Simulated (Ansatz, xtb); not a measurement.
Homolysis of single bonds, series ethynyl-X. Isolated molecules, 0 K electronic values unless said otherwise. One relaxed conformer stands for each flexible species; it need not be the lowest. Strings in code marks are SMILES.

Quantity: homolytic bond dissociation enthalpy at 298 K (no spin–orbit term), in kJ/mol. Enthalpy corrections at 298 K come from GFN2-xTB frequencies (xtb).

Case: C–C bond of `C#CC(C)C`, giving `C#C[CH]C` and `[CH3]`. Geometry of `C#CC(C)C` (neutral, multiplicity 1, Å):

```xyz
13

C      1.8997    -0.1961     1.6547
C      0.8650    -0.0907     1.0318
C     -0.3681     0.0347     0.2578
C     -0.3556     1.3162    -0.5946
C     -0.6043    -1.2152    -0.6087
H      2.8120    -0.2884     2.2068
H     -1.2031     0.1128     0.9778
H     -1.3065     1.4185    -1.1375
H      0.4610     1.2789    -1.3297
H     -0.2117     2.2072     0.0307
H      0.2049    -1.3294    -1.3441
H     -1.5563    -1.1246    -1.1516
H     -0.6371    -2.1240     0.0067
```

Task: Predict the homolytic bond dissociation enthalpy at 298 K (no spin–orbit term) from frozen-core MP2/cc-pVTZ // PBE-D3(BJ)/def2-TZVP (Ansatz, an electronic-structure program).

Result: 384.1 kJ/mol.
